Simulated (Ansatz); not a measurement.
Stepwise reaction of `N[Si]N` with hydrogen sulfide, as a gas-phase model of exchange steps in deposition or etching. ΔE in kJ/mol; ΔG adds harmonic PBE0-D4 terms to CCSD(T)/CBS, at 1 bar.

Gas-phase electronic energies from Ansatz, PBE0-D4/def2-TZVP geometries. CBS: MP2 limit from def2 TZ/QZ plus the TZ coupled-cluster correction, frozen cores. This one scheme is used for every species. DFT in def2-TZVPP. B3LYP here is the variant with VWN-RPA as its local correlation; programs differ in this. One conformer a species, not always the lowest.

| step | reaction | PBE-D4 | B3LYP-D4 | ωB97M-V | CCSD(T)/CBS | ΔG(500 K) |
| --- | --- | --- | --- | --- | --- | --- |
| 2 | `N[Si]S` + H₂S → `S[Si]S` + NH₃ | -6.3 | 3.6 | 7.0 | 3.2 | 12.3 |

Task: Give the row of step 1, `N[Si]N` + H₂S → `N[Si]S` + NH₃. (Best estimate.)

Result: Computed: 
| step | reaction | PBE-D4 | B3LYP-D4 | ωB97M-V | CCSD(T)/CBS | ΔG(500 K) |
| --- | --- | --- | --- | --- | --- | --- |
| 1 | `N[Si]N` + H₂S → `N[Si]S` + NH₃ | -19.5 | -9.9 | -8.0 | -10.2 | -2.3 |

Task: By hand: ΔE of the 2 steps together at CCSD(T)/CBS.

Result: (-10.2) + (3.2) = -7.0 kJ/mol, or -3.5 kJ/mol a step.

In ΔE each step is higher than the one before. ΔG lies between -2.3 and 12.3 kJ/mol a step. PBE-D4 differs from CCSD(T)/CBS by -9.5 to -9.3 kJ/mol a step. Isolated molecules leave out the surface, adducts and barriers. Largest T1 diagnostic: 0.015.
